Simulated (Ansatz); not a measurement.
Molecule: CH2Cl (charge -1, singlet). It need not be the lowest isomer of its formula. Whether it binds its extra electron was not tested at this geometry. 
Coordinates optimised at B3LYP-D3(BJ)/def2-TZVP (Ansatz, a program for electronic structure):
```
C
H 1 1.1089
H 1 1.1089 2 102.31
Cl 1 1.9808 2 97.53 3 -99.45
```
Charge -1, spin multiplicity 1.

Basis-set convergence of Hartree-Fock and CCSD(T) correlation energies (hartree) with Ansatz. Cores are frozen in the correlated levels unless marked. Spin-orbit coupling is left out. No relativistic terms. This anion needs diffuse functions, which these sets lack.

```
basis       functions       E(HF)  E(corr, CCSD(T))  rough core time
----------  ---------  ----------  ----------------  ---------------
def2-SVP           42  -498.26614          -0.31097       under 20 s
def2-TZVPP        101  -498.48311          -0.42231       under 20 s
def2-QZVPP        187         ___               ___             30 s
```

### Question
Complete the blanks.

### Answer

- def2-QZVPP, E(HF): -498.50051
- def2-QZVPP, E(corr, CCSD(T)): -0.45577
